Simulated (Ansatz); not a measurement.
For 2H MoS2, PBE-D3(BJ) (plane waves, PAW; Ansatz, a quantum-chemistry and plane-wave program) gives:

| Quantity | Result |
|---|---|
| lattice parameter a | 3.149 Å |
| c axis length | 12.090 Å |
| high-frequency dielectric constant | 12.8 |
| elastic constant C11 | 231 GPa |
| elastic constant C44 | 20.7 GPa |
| polycrystal shear modulus | 45.1 GPa |

Task: What does r²SCAN in Ansatz (plane waves, PAW) give for the same quantities?

Result: 
- lattice constant a: 3.184 Å (increases by 1.1 %)
- lattice parameter c: 12.986 Å (rises by 7.4 %)
- high-frequency dielectric constant: 11.0 (drops by 14 %)
- elastic constant C11: 217 GPa (decreases by 6.1 %)
- elastic constant C44: 7.48 GPa (drops by 64 %)
- Voigt–Reuss–Hill shear modulus: 29.2 GPa (shrinks by 35 %)

For comparison: lattice constant a 3.16 Å (measured, 300 K, no zero-point or thermal correction; as tabulated in arXiv:1605.07067); lattice parameter c 12.294 Å (measured, 300 K, no zero-point or thermal correction; as tabulated in arXiv:1605.07067); high-frequency dielectric constant 12.2 (measured, temperature not stated, no zero-point or thermal correction, mean of the two values across and the one along c; as tabulated in Pike et al. (2018), arXiv:1804.02196); elastic constant C11 238 GPa (measured, temperature not stated, not corrected to a static lattice; as tabulated in Guerrero et al. (2021), arXiv:2010.02198); elastic constant C44 19 GPa (measured, temperature not stated, no zero-point or thermal correction; as tabulated in Guerrero et al. (2021), arXiv:2010.02198).

Changes are worked out from the printed values.

Unless a cell is named, each level is at its own relaxed cell (PBE-D3(BJ) 17.31, r²SCAN 19.01 Å³/atom).

The crystal itself was run without spin with PBE-D3(BJ), r²SCAN; a magnetic state was not tried in these runs.

Caveats: for a layered or molecular solid the relaxed cell lies over 5 % above the published volume, where the minimum can be shallow (r²SCAN); the cell comes from a level without a dispersion term, which matters for the spacing of layers, chains or molecules (r²SCAN); the dispersion coefficients are held fixed in the derivatives (PBE-D3(BJ)). Ansatz's density-functional and Hartree–Fock values are scalar-relativistic unless marked +SOC, with PAW data made under PBE.
